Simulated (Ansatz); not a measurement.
Reaction (hydrogenolysis of the Si–Cl bond): `[AlH2][SiH2]Cl` + H₂ → `[AlH2][SiH3]` + HCl

Gas-phase electronic energies from Ansatz, PBE0-D4/def2-TZVP geometries. CCSD(T)/CBS adds triple-zeta CCSD(T) − MP2 to the extrapolated MP2 energy (def2 sets, frozen cores). This one scheme is used for every species. DFT in def2-TZVPP. B3LYP here is the variant with VWN-RPA as its local correlation; programs differ in this. HSE06 is defined as in plane-wave codes.

| level | ΔE (kcal/mol) | difference from CCSD(T)/CBS |
| --- | --- | --- |
| LDA (SPW92) | 14.6 | -1.9 |
| PBE-D4 | 16.2 | -0.3 |
| revPBE-D4 | 17.0 | 0.5 |
| BLYP-D4 | 16.8 | 0.3 |
| B97M-V | 15.2 | -1.3 |
| PBE0-D4 | 15.9 | -0.6 |
| r2SCAN0-D4 | 16.6 | 0.1 |
| HSE06-D4 | 15.9 | -0.6 |
| BHLYP-D4 | 16.4 | -0.1 |
| CAM-B3LYP-D4 | 15.4 | -1.1 |
| ωB97X-V | 15.9 | -0.6 |
| ωB97M-V | 16.5 | 0.0 |
| B2PLYP | 15.7 | -0.8 |
| PBE-QIDH | 16.1 | -0.4 |
| PBE | 15.3 | -1.2 |
| revPBE | 15.1 | -1.4 |
| BLYP | 14.9 | -1.6 |
| r2SCAN | 16.8 | 0.3 |
| PBE0 | 15.1 | -1.4 |
| B3LYP | 14.8 | -1.7 |
| r2SCAN0 | 16.4 | -0.1 |
| HSE06 | 15.1 | -1.4 |
| BHLYP | 14.8 | -1.7 |
| CAM-B3LYP | 14.5 | -2.0 |
| LC-ωPBE | 14.7 | -1.8 |
| RPA@PBE/def2-TZVPP | 13.9 | -2.6 |
| HF/def2-SVP | 11.6 | -4.9 |
| MP2/def2-SVP | 13.3 | -3.2 |
| CCSD/def2-SVP | 10.9 | -5.6 |
| CCSD(T)/def2-SVP | 11.2 | -5.3 |
| HF/def2-TZVPP | 13.9 | -2.6 |
| MP2/def2-TZVPP | 17.3 | 0.8 |
| SCS-MP2/def2-TZVPP | 16.2 | -0.3 |
| CCSD/def2-TZVPP | 14.1 | -2.4 |
| HF/def2-QZVPP | 14.0 | -2.5 |
| MP2/def2-QZVPP | 18.4 | 1.9 |
| SCS-MP2/def2-QZVPP | 17.2 | 0.7 |
| HF/CBS(def2) | 14.1 | -2.4 |
| MP2/CBS(def2) | 19.1 | 2.6 |
| CCSD/CBS(def2) | 15.8 | -0.7 |
| CCSD(T)/CBS | 16.5 | 0 |

Largest T1 diagnostic among the species: 0.012.

Leaving LDA and LC-ωPBE aside and taking each functional with its dispersion term where it has one, the values, not all of them listed here, spread over 1.8 kcal/mol, from B97M-V to r2SCAN-D4. In def2-TZVPP, CCSD(T) changes the Hartree–Fock value by +0.8 kcal/mol (the triples alone add +0.7 kcal/mol) and MP2 by +3.4 kcal/mol.
